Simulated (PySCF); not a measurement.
The numbers are results of PBE-D3(BJ)/def2-TZVP // B3LYP-D3(BJ)/def2-TZVP (PySCF), not measurements. Gas-phase values, no solvent. One relaxed conformer stands for a flexible species; it need not be the lowest. Excitations are Tamm–Dancoff values on a coarser integration grid. The basis has no diffuse functions, so Rydberg states are missing or too high.

Reference species (SMILES): `CC` (neutral, multiplicity 1).

The S1 excitation (TDA) comes out as 8.87 eV and the HOMO is -8.14 eV.

Changed species: `CCC(N)=O` (C–C–C–O torsion 25°) (X = carbamoyl; the reference has X = H).

Q: What does the change do to the S1 excitation (TDA) and HOMO?

A: the S1 excitation (TDA) falls by 3.37 eV, to 5.50 eV; the HOMO goes up by 2.48 eV, to -5.66 eV.
